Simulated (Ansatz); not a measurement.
GeSe (Pnma, No. 62) was calculated with G0W0@HSE06 (plane waves, hard PAW, contour deformation; Ansatz, a quantum-chemistry and plane-wave program).

The same calculation (at the measured cell, 22.911 Å³/atom) with different numerical settings; throughout: k mesh 1×2×2:

| run | response cutoff (eV) | empty bands | quasiparticle gap on the mesh (eV) | quasiparticle gap at Γ (eV) | rough time |
|---|---|---|---|---|---|
| 1 | 70 | 448 | 1.235 | 1.235 | 20 core-min |
| 2 | 105 | 823 | 1.323 | 1.323 | 30 core-min |
| 3 | 140 | 1267 | 1.370 | 1.370 | 60 core-min |
| 4 | 175 | 1770 | 1.396 | 1.396 | 100 core-min |
| 5 | 210 | 2327 | 1.412 | 1.412 | 3 core-h |

In the column quasiparticle gap on the mesh (eV) the first row differs from the last by -0.177 and the next to last by -0.016.

The last row is no converged limit: other settings stay fixed.

Spin–orbit coupling is not included.

Note: filled d or f shells below the valence bands can shift G0W0 gaps through exchange with them, which wasn't tested here. Note: GW on a hybrid start was not checked against another program.
